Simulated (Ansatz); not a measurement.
The cluster NaLi₂⁻. Total charge -1; triplet. Geometry PBE/def2-TZVP, that of the neutral doublet; atoms count from 1.

Cartesian coordinates in Å:
```
Li 0.977 -0.918 -0.736
Li -0.995 0.939 -1.305
Na 0.018 -0.022 2.041
```

The highest occupied level of the charge -1 triplet lies above zero (up to 0.30 eV). By energy differences its removal costs 0.65 eV (vertical, to the charge 0 doublet, at PBE0/def2-TZVPD); a positive level beside a positive removal energy at the same level points to self-interaction error. The structure comes from a short search, and lower isomers may exist.

Question: Estimate the Mulliken populations from the PBE0/def2-TZVPD orbitals of Ansatz.

Answer: 
```tsv
atom	charge (e)	spin (α − β)
Li1	-0.30	0.53
Li2	-0.26	0.71
Na3	-0.44	0.76
```
Mulliken values and Mayer orders depend strongly on the basis. With diffuse functions, as here, like atoms can get unlike values, and bond orders can come out too low or too high.

Question: Where does the spin sit?

Answer: Summed by element: Li 1.24, Na 0.76, of 2 unpaired in all. Largest on single atoms: Na3 0.76, Li2 0.71, Li1 0.53.

Question: And the Mayer bond orders between bonded heavy atoms (over 0.3)?

Answer: Li1–Li2 0.85 (2.77 Å); Li1–Na3 0.78 (3.07 Å). Values over 0.3 also appear between atoms too far apart for a bond (Li2–Na3 0.62 at 3.63 Å); they arise where an orbital or an unpaired electron spreads over both atoms.
